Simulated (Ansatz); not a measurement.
A run of Ansatz (development build ahead of 0.2.0) on singlet CH₃O(-) at this shape:

```xyz
5

C     0.0000    0.0000   -0.4674
O     0.0000    0.0000    0.7189
H     0.0000   -0.9481   -0.9823
H    -0.8211    0.4741   -0.9823
H     0.8211    0.4741   -0.9823
```

Its results:

- Converged: yes
- Reference energy: -114.41751 hartree
- Correlation energy: -0.43358 hartree
- Total energy: -114.85109 hartree
- Spin squared of the determinant: 0.000

(1) Which input gives this output? Name the method, the orbitals and the basis set, and write the input.

## Answers

(1) RHF-MP2 in cc-pVTZ. An unrestricted run that stays on the closed shell gives the same numbers.

```yaml
crystal:
  periodic: [false, false, false]
  atoms:
    - { symbol: C, position_ang: [0.0, 0.0, -0.46736] }
    - { symbol: O, position_ang: [0.0, 0.0, 0.71887] }
    - { symbol: H, position_ang: [0.0, -0.94809, -0.98229] }
    - { symbol: H, position_ang: [-0.82107, 0.47405, -0.98229] }
    - { symbol: H, position_ang: [0.82107, 0.47405, -0.98229] }
basis:
  gaussian: { orbitals: cc-pVTZ }
total_charge: -1
hamiltonian:
  xc: hf
correlation:
  method: mp2
  frozen_orbitals: { C: 1, H: 0, O: 1 }
```

Caution: no unrestricted run beside it, a lower state can exist; no diffuse functions for an anion.
